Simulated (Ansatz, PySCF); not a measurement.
System: C4H5, charge 0, multiplicity 2. It need not be the lowest isomer of its formula. 
Coordinates optimised at B3LYP-D3(BJ)/def2-TZVP (Ansatz, a program for electronic structure):
```
C
H 1 1.0800
C 1 1.4541 2 129.43
H 3 1.0820 1 125.05 2 3.66
C 3 1.4541 4 125.05 1 81.77
H 5 1.0800 3 129.43 4 -3.66
C 1 1.4962 2 126.14 3 -149.89
H 7 1.0852 1 117.05 2 6.32
H 7 1.0866 8 114.57 1 144.21
```
Charge 0, spin multiplicity 2.

Total electronic energies in hartree. Cores are frozen in the correlated levels unless marked. Open shells are spin-unrestricted. No spin-orbit coupling. Non-relativistic. Basis-set limits of correlation are two-point, X^-3; Hartree-Fock from the larger set. The bracket is a focal-point correction in the basis named.

```
level                                                     program  energy (Eh)
-------------------------------------------------  --------------  -----------
HF/cc-pVTZ                                                 Ansatz   -154.28896
HF/def2-TZVPD                                               PySCF   -154.29191
PBE-D3(BJ)/def2-TZVPD                              Ansatz + dftd3   -155.13520
revPBE-D3(BJ)/def2-TZVPD                           Ansatz + dftd3   -155.31435
revPBE-D4/def2-TZVPD                               Ansatz + dftd4   -155.31890
BHLYP/def2-TZVPD                                           Ansatz   -155.23468
r2SCANh-D4/def2-TZVPD                              Ansatz + dftd4   -155.23968
M06-2X/def2-TZVPD                                           PySCF   -155.26789
HSE06/def2-TZVPD                                           Ansatz   -155.14034
CAM-B3LYP-D3(BJ)/def2-TZVPD                        Ansatz + dftd3   -155.24657
LC-wPBE-D4/def2-TZVPD                              Ansatz + dftd4   -155.24053
LC-wPBE/def2-TZVPD                                         Ansatz   -155.23485
B2GP-PLYP/def2-TZVPD                                       Ansatz   -155.15263
B2PLYP-D3(BJ)/def2-TZVPD                           Ansatz + dftd3          ___
PBE-QIDH/def2-TZVPD                                        Ansatz   -155.11718
MP2/cc-pVDZ                                                Ansatz   -154.77045
CCSD/6-31G*                                                Ansatz   -154.76612
CCSD/cc-pVDZ                                               Ansatz   -154.80709
CCSD/cc-pVTZ                                               Ansatz   -154.95114
CCSD(T)/6-31G                                              Ansatz   -154.53959
CCSD(T)/aug-cc-pVDZ                                        Ansatz   -154.85335
RI-MP2/CBS(cc-pVTZ,cc-pVQZ)+[CCSD(T)-MP2]/cc-pVDZ          Ansatz    -155.0597
RI-MP2/CBS(cc-pVTZ,cc-pVQZ)+[CCSD(T)-MP2]/cc-pVTZ          Ansatz    -155.0605
```

Q: What belongs in the gaps?

A: 
- B2PLYP-D3(BJ)/def2-TZVPD, energy (Eh): -155.18978
